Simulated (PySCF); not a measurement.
Core-level binding energies of `COS(=O)OC`

Compound: C2H6O3S.
SMILES with atom numbers: `[CH3:1][O:2][S:3](=[O:4])[O:5][CH3:6]`

Geometry (PBE0-D3(BJ)/def2-TZVP, Å), atoms numbered from 1 in this order:
```
atom  x, y, z in Å
C1    -1.7273    0.0646   -0.2610
O2    -1.2731    0.5285    1.0109
S3     0.0045   -0.1682    1.7163
O4     0.0626   -1.5378    1.2402
O5     1.2307    0.6295    1.0280
C6     1.7243    0.2167   -0.2468
H7    -1.5318   -1.0024   -0.3726
H8    -1.2379    0.6230   -1.0615
H9    -2.7997    0.2504   -0.2891
H10    1.6186   -0.8619   -0.3684
H11    1.1918    0.7400   -1.0435
H12    2.7775    0.4912   -0.2702
```

The calculation used delta-SCF UKS SCAN, pcX-3 on the ionised atom, pcseg-2 elsewhere, spin-free X2C (PySCF). Each binding energy is the total energy of the core-ionised species, with the hole localised on one atom, minus that of the ground state; both are solved self-consistently, so orbital relaxation is included.

**Question.** Give the core binding energies atom by atom.

**Answer.** 
```csv
atom(s),bonded to,level,binding energy (eV),above the level's lowest (eV),count
S3,O (double bond) and 2 O,S 1s,2482.11,0.00,1
O2/O5,S and C,O 1s,538.98,+1.33,2
O4,S (double bond),O 1s,537.65,0.00,1
C1/C6,O and 3 H,C 1s,292.58,0.00,2
```

The listed O 1s values span 1.33 eV, from O4 (bonded to S (double bond)) to O2/O5 (bonded to S and C). Summing the Pauling electronegativity differences to the bonded atoms, each weighted by its formal bond order, gives -1.72 for the lowest site and -1.75 for the highest; the largest sum, -1.72, belongs to O4, 1.33 eV below the top. The smallest sum, -1.75, belongs to O2/O5, 1.33 eV above the lowest.

**Question.** Which effective nuclear charge Zeff reproduces each element's mean 1s value in the hydrogen-like formula E = 13.606 eV × Zeff²?

**Answer.** C (Z = 6): mean 292.6 eV, Zeff = 4.64, Z − Zeff = 1.36; O (Z = 8): mean 538.5 eV, Zeff = 6.29, Z − Zeff = 1.71; S (Z = 16): mean 2482.1 eV, Zeff = 13.51, Z − Zeff = 2.49. Means run over the listed sites, weighted by atom count.

**Question.** Which photon wavelength matches the S 1s of S3 threshold?

**Answer.** λ = hc/E = 12398.42 eV Å / 2482.11 eV = 4.995 Å.

The first atom of each set that the bonding makes equivalent was ionised and stands for the set. Not every level is listed. The structure is a single PBE0-D3(BJ)/def2-TZVP conformer in the gas phase; no vibrational or solvent corrections.
